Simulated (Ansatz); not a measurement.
C₂H₃FO₂, SMILES `O/C=C(\O)F`, relaxed with RKS PBE0-D4/def2-TZVP in Ansatz 0.2.0 from a PBE-D4/def2-SVP geometry. The force threshold is 0.005 eV/Å; the program also tests the step.

Total charge 0; spin multiplicity 1.

Start:

```xyz
8

O    -1.162    0.363   -0.781
C    -0.596   -0.206    0.360
C     0.750   -0.332    0.358
O     1.558    0.123   -0.613
F     1.424   -0.954    1.319
H    -1.676    1.147   -0.509
H    -1.235   -0.634    1.148
H     0.938    0.493   -1.282
```

```tsv
step	energy (eV)	largest force (eV/Å)	largest move (Å)
1	-8927.1956	0.660	0.000
2	-8927.2389	0.294	0.024
3	-8927.2448	0.075	0.018
4	-8927.2458	0.048	0.015
5	-8927.2464	0.027	0.017
6	-8927.2465	0.008	0.005
7	-8927.2465	0.003	0.003
```

End:

```xyz
8

O    -1.180    0.367   -0.760
C    -0.591   -0.206    0.353
C     0.731   -0.327    0.345
O     1.557    0.108   -0.604
F     1.391   -0.938    1.308
H    -1.699    1.128   -0.485
H    -1.209   -0.623    1.137
H     0.999    0.491   -1.295
```

It took 20 s on 2 threads of an Arm Neoverse V2 on a shared host, with 0.34 GiB of host memory at the peak.
